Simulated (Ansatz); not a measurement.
**C₂HFO₂: up Jacob's ladder to CCSD(T)**

How much do the methods differ for C₂HFO₂? The plan is to run it at one geometry with functionals of several rungs and with coupled cluster, and see how far each lands from CCSD(T) at the basis-set limit for the atomisation energy.

Method: functionals in def2-TZVPP, the program's frozen cores in correlated methods; program: Ansatz 0.2.0, Gaussian basis.

Plan: LDA (SPW92), PBE-D4, revPBE-D4, BLYP-D4, r2SCAN-D4, B97M-V, PBE0-D4, B3LYP-D4, r2SCANh-D4, r2SCAN0-D4, HSE06-D4, BHLYP-D4, CAM-B3LYP-D4, LC-ωPBE, ωB97X-V, ωB97M-V, B2PLYP, PBE-QIDH; CCSD(T)/def2-SVP; CCSD(T)/def2-TZVPP; MP2/def2-QZVPP; extrapolation to the limit; RPA on PBE.

## Step 1: Structure used throughout

All runs share one geometry, relaxed beforehand with PBE0-D4 in a triple-zeta def2 set.

SMILES `O=C1OC1F`, 6 atoms, charge 0, spin multiplicity 1.

Atoms are counted from 1 here; the program's logs count them from 0.

Bond lengths: O1–C2 1.178 Å, C2–O3 1.338 Å, C2–C4 1.443 Å, O3–C4 1.463 Å, C4–F5 1.331 Å, C4–H6 1.086 Å. Angles: O1–C2–O3 138.9°, O1–C2–C4 157.7°, O3–C2–C4 63.4°, C2–O3–C4 61.8°, C2–C4–O3 54.8°, C2–C4–F5 120.5°, C2–C4–H6 125.4°, O3–C4–F5 114.3°, O3–C4–H6 114.7°, F5–C4–H6 112.2°.

Coordinates:

```
O    -0.6352   -1.9192    0.0717
C    -0.1171   -0.8624    0.0283
O     1.0944   -0.3410   -0.1988
C    -0.0143    0.5763    0.0674
F    -0.3840    1.3078   -0.9812
H     0.0984    1.1745    0.9665
```

## Step 2: LDA

This LDA is Slater exchange with PW92 correlation.

Input file in.yaml:

```yaml
crystal:
  periodic: [false, false, false]
  atoms:
    - {symbol: O, position_ang: [-0.635221, -1.919214, 0.071682]}
    - {symbol: C, position_ang: [-0.117123, -0.862431, 0.028330]}
    - {symbol: O, position_ang: [1.094416, -0.341020, -0.198810]}
    - {symbol: C, position_ang: [-0.014315, 0.576284, 0.067382]}
    - {symbol: F, position_ang: [-0.383997, 1.307764, -0.981212]}
    - {symbol: H, position_ang: [0.098439, 1.174517, 0.966528]}
basis:
  gaussian: {orbitals: def2-TZVPP}
hamiltonian: {xc: lda}
output: {orbitals: {seedname: orbitals}}
```

The runs that follow: PBE-D4 (GGA); revPBE-D4 (GGA); BLYP-D4 (GGA); r2SCAN-D4 (meta-GGA); B97M-V (meta-GGA); PBE0-D4 (hybrid); B3LYP-D4 (hybrid); r2SCANh-D4 (hybrid); r2SCAN0-D4 (hybrid); HSE06-D4 (hybrid); BHLYP-D4 (hybrid); CAM-B3LYP-D4 (range-separated); LC-ωPBE (range-separated); ωB97X-V (range-separated); ωB97M-V (range-separated); B2PLYP (double hybrid); PBE-QIDH (double hybrid); CCSD(T) in def2-SVP; CCSD(T) in def2-TZVPP; MP2 in def2-QZVPP; RPA on PBE orbitals.

Q: Predict the results of all the runs planned. Wanted: atomisation energy, CCSD(T)/CBS; farthest beyond LDA; mean size of error, GGA; mean size of error, meta-GGA; mean size of error, hybrid; mean size of error, range-separated; mean size of error, double hybrid; gap, smallest and largest; T1 diagnostic.

The runs gave:

```
                               quantity                                      value
        atomisation energy, CCSD(T)/CBS                                  27.425 eV
    functionals within 0.137 eV (0.5 %)     B3LYP-D4, r2SCANh-D4, B2PLYP, PBE-QIDH
                    farthest beyond LDA                         PBE-D4 (+2.028 eV)
                mean size of error, GGA                                   1.170 eV
           mean size of error, meta-GGA                                   0.359 eV
             mean size of error, hybrid                                   0.629 eV
    mean size of error, range-separated                                   0.302 eV
      mean size of error, double hybrid                                   0.103 eV
              gap, smallest and largest  4.92 eV (LDA (SPW92)), 13.04 eV (LC-ωPBE)
                          T1 diagnostic                                     0.0162
triples share of the correlation energy                                      4.1 %
```

**Reading.** LDA overbinds by 6.610 eV (24 %). PBE-D4 is off by +2.028 eV. Double hybrids carry the basis error of their MP2 part in triple zeta, and no dispersion term here, so their miss is partly the set-up's. Taken by rung, double hybrid functionals do best (0.103 eV on average) and GGA ones worst beyond LDA (1.170 eV). Misses under about 0.137 eV are within the doubt on the reference itself, which lacks core-valence correlation, relativity and higher excitations. Hartree-Fock recovers 62 % of the binding; the rest is correlation. CCSD(T) in def2-SVP is off by -1.437 eV, worse than the median functional, from the basis alone. Orbital gaps span 4.9 to 13.0 eV; exact exchange widens them.
